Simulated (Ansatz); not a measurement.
Input file:

```yaml
crystal:
  periodic: [false, false, false]
  atoms:
    - {symbol: Sc, position_ang: [0.000000, 0.000000, 0.000000]}
    - {symbol: Ge, position_ang: [0.000000, 0.000000, 3.463000]}
basis:
  gaussian: {orbitals: def2-SVP}
total_charge: 1
magnetization: {spin_polarized: false, initial_magnetization: 4}
correlation: {method: ccsd_t, electrons: outside_noble_gas}
output: {forces: true}
```

```sh
$ ansatz run in.yaml --threads 1 --pin off --events-out ev --progress --plain --max-ram 2393MiB
```

Output:

```
664 factors; integrals over basis functions are off by at most 3.8e-4 eV
mean field evaluation 1: about -77123.7987 eV, gradient 1.7e1 eV
mean field evaluation 2: about -77123.8121 eV, gradient 1.7e1 eV
mean field evaluation 4: about -77120.6950 eV, gradient 2.6e1 eV
mean field evaluation 8: about -77130.4264 eV, gradient 3.7e0 eV
mean field evaluation 16: about -77130.6172 eV, gradient 3.3e-1 eV
mean field evaluation 32: about -77130.6216 eV, gradient 5.0e-1 eV
mean field evaluation 64: about -77130.6443 eV, gradient 6.9e-4 eV
mean field evaluation 96: about -77128.4387 eV, gradient 9.5e0 eV
mean field evaluation 128: about -77128.3487 eV, gradient 8.9e-3 eV
mean field evaluation 160: about -77130.6385 eV, gradient 2.0e-2 eV
...
mean field -77130.64431652 eV, -2834.4988976037 hartree, gradient 5.7e-6 eV, S^2 6.000000; 52 other end points of the search recorded, 0 dependent functions left out
...
mean field evaluation 4224: about -77130.7750 eV, gradient 2.6e-4 eV
determinant -77130.64431652 eV, -2834.4988976037 hartree, with singles and doubles -77132.44705892 eV, -2834.5651471650 hartree
determinant -77130.64427218 eV, -2834.4988959741 hartree, with singles and doubles -77132.44702260 eV, -2834.5651458301 hartree
determinant -77130.62108054 eV, -2834.4980436971 hartree, with singles and doubles -77132.43022545 eV, -2834.5645285464 hartree
determinant -77130.55805578 eV, -2834.4957275799 hartree, with singles and doubles -77132.34628774 eV, -2834.5614438924 hartree
determinant -77130.38849900 eV, -2834.4894964833 hartree, with singles and doubles -77132.15928368 eV, -2834.5545716198 hartree
determinant -77130.36301221 eV, -2834.4885598610 hartree, with singles and doubles -77132.32336741 eV, -2834.5606015858 hartree
determinant -77130.35479279 eV, -2834.4882578029 hartree, with singles and doubles -77132.34382481 eV, -2834.5613533812 hartree
determinant -77130.35119784 eV, -2834.4881256908 hartree, with singles and doubles -77132.33010949 eV, -2834.5608493527 hartree
determinant -77130.34869045 eV, -2834.4880335459 hartree, with singles and doubles -77132.33846235 eV, -2834.5611563144 hartree
determinant -77130.29073254 eV, -2834.4859036320 hartree, with singles and doubles -77132.24117166 eV, -2834.5575809475 hartree
determinant -77129.75247807 eV, -2834.4661231451 hartree, with singles and doubles -77131.63242108 eV, -2834.5352097765 hartree
determinant -77129.75139336 eV, -2834.4660832826 hartree, with singles and doubles -77132.07639788 eV, -2834.5515256230 hartree
determinant -77129.70864091 eV, -2834.4645121593 hartree, with singles and doubles -77131.99008874 eV, -2834.5483538204 hartree
determinant -77129.64973711 eV, -2834.4623474843 hartree, with singles and doubles -77132.15525526 eV, -2834.5544235783 hartree
determinant -77129.60531370 eV, -2834.4607149544 hartree, with singles and doubles -77131.57622444 eV, -2834.5331445879 hartree
determinant -77129.59211439 eV, -2834.4602298886 hartree, with singles and doubles -77131.46944281 eV, -2834.5292204356 hartree
determinant -77129.59112630 eV, -2834.4601935771 hartree, with singles and doubles -77132.07681868 eV, -2834.5515410869 hartree
determinant -77129.28999939 eV, -2834.4491273673 hartree, with singles and doubles -77131.20912746 eV, -2834.5196540228 hartree
determinant -77129.18862795 eV, -2834.4454020352 hartree, with singles and doubles -77131.07176563 eV, -2834.5146060687 hartree
determinant -77128.91209310 eV, -2834.4352395673 hartree, with singles and doubles -77130.92339543 eV, -2834.5091535645 hartree
determinant -77128.90814919 eV, -2834.4350946311 hartree, with singles and doubles -77130.91459554 eV, -2834.5088301745 hartree
determinant -77128.34872992 eV, -2834.4145363520 hartree, with singles and doubles -77132.12200637 eV, -2834.5532017042 hartree
determinant -77128.19422608 eV, -2834.4088584408 hartree, with singles and doubles -77130.15954373 eV, -2834.4810825324 hartree
determinant -77127.92359800 eV, -2834.3989130424 hartree, with singles and doubles -77130.19298985 eV, -2834.4823116543 hartree
determinant -77127.77589994 eV, -2834.3934852384 hartree, with singles and doubles -77129.58782540 eV, -2834.4600722710 hartree
determinant -77127.67787760 eV, -2834.3898829842 hartree, with singles and doubles -77129.46625542 eV, -2834.4556046568 hartree
determinant -77127.66119871 eV, -2834.3892700460 hartree, with singles and doubles -77129.46235966 eV, -2834.4554614901 hartree
determinant -77127.62550460 eV, -2834.3879583120 hartree, with singles and doubles -77129.42181381 eV, -2834.4539714576 hartree
determinant -77130.64431652 eV, -2834.4988976037 hartree, with singles and doubles -77132.44903663 eV, -2834.5652198443 hartree
determinant -77130.64427218 eV, -2834.4988959741 hartree, with singles and doubles -77132.44900040 eV, -2834.5652185131 hartree
determinant -77130.62108054 eV, -2834.4980436971 hartree, with singles and doubles -77132.44732420 eV, -2834.5651569138 hartree
determinant -77130.55805578 eV, -2834.4957275799 hartree, with singles and doubles -77132.35030941 eV, -2834.5615916860 hartree
determinant -77130.38849900 eV, -2834.4894964833 hartree, with singles and doubles -77132.16005434 eV, -2834.5545999412 hartree
determinant -77130.36301221 eV, -2834.4885598610 hartree, with singles and doubles -77132.35276605 eV, -2834.5616819659 hartree
determinant -77130.35479279 eV, -2834.4882578029 hartree, with singles and doubles -77132.35661706 eV, -2834.5618234880 hartree
determinant -77130.35119784 eV, -2834.4881256908 hartree, with singles and doubles -77132.35336828 eV, -2834.5617040975 hartree
determinant -77130.34869045 eV, -2834.4880335459 hartree, with singles and doubles -77132.34341979 eV, -2834.5613384970 hartree
determinant -77130.29073254 eV, -2834.4859036320 hartree, with singles and doubles -77132.24578431 eV, -2834.5577504593 hartree
determinant -77129.75139336 eV, -2834.4660832826 hartree, with singles and doubles -77132.12608080 eV, -2834.5533514364 hartree
determinant -77129.70864091 eV, -2834.4645121593 hartree, with singles and doubles -77132.00249126 eV, -2834.5488096046 hartree
determinant -77129.64973711 eV, -2834.4623474843 hartree, with singles and doubles -77132.25900930 eV, -2834.5582364687 hartree
determinant -77129.59112630 eV, -2834.4601935771 hartree, with singles and doubles -77132.15535385 eV, -2834.5544272011 hartree
determinant -77128.34872992 eV, -2834.4145363520 hartree, with singles and doubles -77132.12712685 eV, -2834.5533898780 hartree
mean field evaluation 4256: about -77130.6211 eV, gradient 2.2e-10 eV
23 core orbitals not correlated: weight in the atoms' cores, before any rotation towards them, 1.000 or more for the frozen orbitals, at most 0.000 for the correlated occupied ones
reference -77130.62108054 eV, -2834.4980436970 hartree; 5, 1 occupied and 35, 39 virtual orbitals, 664 factors
second order -1.26743562 eV of doubles, -0.05346216 eV of singles
cycle   1  -1.82624278 eV  change    8.8e-7 eV  update   4.5e-6
cycle   2  -1.82624162 eV  change    1.2e-6 eV  update   3.9e-6
cycle   3  -1.82624111 eV  change    5.1e-7 eV  update   2.8e-6
cycle   4  -1.82624073 eV  change    3.8e-7 eV  update   2.2e-6
cycle   5  -1.82623963 eV  change    1.1e-6 eV  update   1.7e-6
cycle   6  -1.82623802 eV  change    1.6e-6 eV  update   1.3e-6
cycle   7  -1.82623712 eV  change    9.1e-7 eV  update   9.3e-7
cycle   8  -1.82623648 eV  change    6.4e-7 eV  update   5.9e-7
perturbative correction -0.04764862 eV, -0.0017510543 hartree
the calculation of the forces begins
Total energy: -77132.49496563 eV, -2834.5669077039 hartree
Atom 0 at     0.000000     0.000000     0.000000 Å, force    -0.000000    -0.000000     0.424058 eV/Å
Atom 1 at     0.000000     0.000000     3.463000 Å, force     0.000000     0.000000    -0.424058 eV/Å
Dipole moment:    -0.000000    -0.000000    -1.199054 e Å
```

Forces (eV/Å):
```
Sc   0.000  0.000  0.424
Ge   0.000  0.000 -0.424
```

Ran on 1 thread of Intel Xeon, shared host: 2.5 min wall, 0.21 GiB peak host memory.
